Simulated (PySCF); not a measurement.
# Mayer bond orders and bond lengths

Species: nitryl fluoride, FNO2.
Numbering: `[O:1]=[N+:2]([O-:3])[F:4]`

Cartesian coordinates in Å at the PBE0-D3(BJ)/def2-SVP level; atoms count from 1:
```
atom  x, y, z in Å
O1    -0.2442    1.1938    0.2865
N2     0.1083    0.0760    0.3041
O3     1.1475   -0.4645    0.2563
F4    -0.9820   -0.8403    0.4076
```

Bond orders from the PBE0/pcSseg-1 density (PySCF). Isolated species at its PBE0-D3(BJ)/def2-SVP geometry, gas phase.

Task: Where do the orders between heavy atoms depart from those drawn in the SMILES?

Result: The largest departure is 0.748, at N2–O3 (drawn single, 1.748). Drawn single, order above 1.12: N2–O3 (1.748). Drawn single, order below 0.88: N2–F4 (0.813). The SMILES, with its formal charges, is one Lewis structure only.

Task: Set the Mayer orders of the bonds beside their lengths.

Result: 
| bond | drawn as | length (Å) | Mayer order |
| --- | --- | --- | --- |
| O1–N2 | double | 1.172 | 1.748 |
| N2–O3 | single | 1.172 | 1.748 |
| N2–F4 | single | 1.428 | 0.813 |

Task: Sum the orders of all bonds at each heavy atom with more than one neighbour and set the sums beside the valence in the SMILES.

Result: N2 4.309 (drawn 4). Orders between atoms that aren't bonded are not in these sums.

Mayer orders depend on the basis set.

The run behind these numbers computed NMR shieldings as well. The run took 4.9 s wall (grids of density and orbitals included) on one thread of an Arm Neoverse N1, no GPU, shared host, and the process peaked at 0.32 GiB of memory.
